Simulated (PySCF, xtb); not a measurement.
ammonia (H3N), SMILES N.

GFN2-xTB run with xtb at its own geometry gives an orbital gap of 12.23 eV and a dipole moment of 1.78 D.

The structure is a stationary point at PBE-D3(BJ)/def2-TZVPD.

Q: What does PBE/def2-TZVPD (PySCF) give? (Estimate from the structure and the level; the computed values follow.)

A: gap 5.83 eV (levels -6.17 and -0.34 eV), dipole 1.49 D.
